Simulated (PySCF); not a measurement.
# NH+ (SMILES [NH+]): U-wB97X-V/def2-SVP

Aim: the vertical doublet–quartet gap of NH+ at U-wB97X-V/def2-SVP, from 2 runs. 

The calculation is run with PySCF 2.14.0.

13 further runs of the same task are left out: 5 that didn't finish, 8 set aside as unsound or not needed.

## Step 1: The structure to begin with

The species is NH+ (2 atoms), meant as a doublet with charge +1. As SMILES, `[NH+]`. The coordinates come from a GFN2-xTB relaxation.

Bond lengths: N1–H2 1.093 Å.

## Step 2: The energy at U-wB97X-V/def2-SVP

input.py reads:

```python
# imidogen cation
from pyscf import gto, dft

mol = gto.M(
    atom='N 0.000000 0.000000 0.000000; H 0.000000 0.000000 1.092650',
    basis='def2-svp',
    verbose=4,
    spin=1,
    max_memory=1860,
    charge=1,
)

ks = dft.UKS(mol, xc='wb97x-v')
ks.grids.level = 5
ks.nlcgrids.level = 1
ks.conv_tol = 1e-10
ks.kernel()
if not ks.converged:
    ks = ks.newton().run(ks.mo_coeff, ks.mo_occ)

energy = ks.e_tot
print('E(%s) = %.9f' % ('WB97X-V', energy))
```

Run with:

```console
$ OMP_NUM_THREADS=1 python input.py
```

The log of the run:

```text
PySCF version 2.14.0

[INPUT] num. atoms = 2
[INPUT] num. electrons = 7
[INPUT] charge = 1
[INPUT] spin (= nelec alpha-beta = 2S) = 1
[INPUT] symmetry False subgroup None
[INPUT] Mole.unit = angstrom
[INPUT] Symbol           X                Y                Z      unit          X                Y                Z       unit  Magmom
[INPUT]  1 N      0.000000000000   0.000000000000   0.000000000000 AA    0.000000000000   0.000000000000   0.000000000000 Bohr   0.0
[INPUT]  2 H      0.000000000000   0.000000000000   1.092650000000 AA    0.000000000000   0.000000000000   2.064809250006 Bohr   0.0

nuclear repulsion = 3.39014366580332
number of shells = 9
number of NR pGTOs = 31
number of NR cGTOs = 19
basis = def2-svp
ecp = {}

******** <class 'pyscf.dft.uks.UKS'> ********
method = UKS
initial guess = minao
damping factor = 0
level_shift factor = 0
DIIS = <class 'pyscf.scf.diis.CDIIS'>
diis_start_cycle = 1
diis_space = 8
diis_damp = 0
SCF conv_tol = 1e-10
SCF conv_tol_grad = None
SCF max_cycles = 50
direct_scf = True
direct_scf_tol = 1e-13
number electrons alpha = 4  beta = 3
XC library pyscf.dft.libxc version 7.0.0
    S. Lehtola, C. Steigemann, M. J.T. Oliveira, and M. A.L. Marques.,  SoftwareX 7, 1–5 (2018)
XC functionals = wb97x-v
    N. Mardirossian and M. Head-Gordon.,  Phys. Chem. Chem. Phys. 16, 9904-9924 (2014)
radial grids:
    Treutler-Ahlrichs [JCP 102, 346 (1995); DOI:10.1063/1.469408] (M4) radial grids

becke partition: Becke, JCP 88, 2547 (1988); DOI:10.1063/1.454033
pruning grids: <function nwchem_prune>
grids dens level: 5
symmetrized grids: False
atomic radii adjust function: <function treutler_atomic_radii_adjust>
** Following is NLC and NLC Grids **
NLC functional = wb97x-v
radial grids:
    Treutler-Ahlrichs [JCP 102, 346 (1995); DOI:10.1063/1.469408] (M4) radial grids

becke partition: Becke, JCP 88, 2547 (1988); DOI:10.1063/1.454033
pruning grids: <function nwchem_prune>
grids dens level: 1
symmetrized grids: False
atomic radii adjust function: <function treutler_atomic_radii_adjust>
small_rho_cutoff = 0
Set gradient conv threshold to 1e-05
tot grids = 65656
tot grids = 7592
init E= -54.7995495569323

[... the frontier-level lines of each cycle are left out ...]


cycle= 1 E= -54.5670274731221  delta_E= 0.233  |g|= 0.395  |ddm|= 0.946
cycle= 2 E= -54.6499344375912  delta_E= -0.0829  |g|= 0.141  |ddm|= 0.548
cycle= 3 E= -54.6599166700193  delta_E= -0.00998  |g|= 0.0116  |ddm|= 0.157
cycle= 4 E= -54.6600277866456  delta_E= -0.000111  |g|= 0.00283  |ddm|= 0.0184
cycle= 5 E= -54.6600365452516  delta_E= -8.76e-06  |g|= 0.000835  |ddm|= 0.00487
cycle= 6 E= -54.6600376853539  delta_E= -1.14e-06  |g|= 0.000228  |ddm|= 0.0017
cycle= 7 E= -54.6600377901912  delta_E= -1.05e-07  |g|= 3.15e-05  |ddm|= 0.000623
cycle= 8 E= -54.6600377920749  delta_E= -1.88e-09  |g|= 2.45e-06  |ddm|= 9.51e-05
cycle= 9 E= -54.6600377920837  delta_E= -8.84e-12  |g|= 5.45e-07  |ddm|= 6.26e-06
Extra cycle  E= -54.6600377920849  delta_E= -1.17e-12  |g|= 5.05e-07  |ddm|= 1.3e-06
converged SCF energy = -54.6600377920849  <S^2> = 0.75200099  2S+1 = 2.002
E(WB97X-V) = -54.660037792
```

Run time: 3.9 s. Hardware: 1 thread of Arm Neoverse V1, shared host; peak memory 0.17 GiB.

## Step 3: The quartet at the same level

start.xyz reads:

```xyz
2
HN
N      0.000000     0.000000     0.000000
H      0.000000     0.000000     1.092650
```

job.py reads:

```python
from pyscf import gto, dft

mol = gto.M(
    atom='start.xyz',
    max_memory=1860,
    charge=1,
    verbose=3,
    basis='def2-svp',
    spin=3,
)

calc0 = dft.UKS(mol, xc='wb97x-v')
calc0.nlcgrids.level = 1
calc0.grids.level = 5
calc0.conv_tol = 1e-10
calc0.kernel()
if not calc0.converged:
    calc0 = calc0.newton().run(calc0.mo_coeff, calc0.mo_occ)

energy = calc0.e_tot
print('E(%s) = %.9f' % ('WB97X-V', energy))
```

Run with:

```console
$ OMP_NUM_THREADS=1 python job.py
```

The log of the run:

```text
WARN: HOMO -0.219719487771059 >= LUMO -0.381740036968095

converged SCF energy = -54.6555578994964  <S^2> = 3.7518884  2S+1 = 4.0009441
E(WB97X-V) = -54.655557899
```

It took 3.9 s on 1 thread of Arm Neoverse V1, shared host; peak memory 0.17 GiB.

## Step 4: Results

Level: U-wB97X-V/def2-SVP.

```
                                        quantity         value
                           doublet: total energy  -54.66004 Eh
     doublet: HOMO energy (highest over α and β)     -24.94 eV
      doublet: LUMO energy (lowest over α and β)     -14.76 eV
                                   doublet: ⟨S²⟩         0.752
                           quartet: total energy  -54.65556 Eh
     quartet: HOMO energy (highest over α and β)     -24.78 eV
      quartet: LUMO energy (lowest over α and β)     -14.74 eV
                                   quartet: ⟨S²⟩         3.752
vertical energy of the quartet above the doublet      0.122 eV
```

What this shows: At this shape the quartet lies 0.12 eV (11.8 kJ/mol) above the doublet.
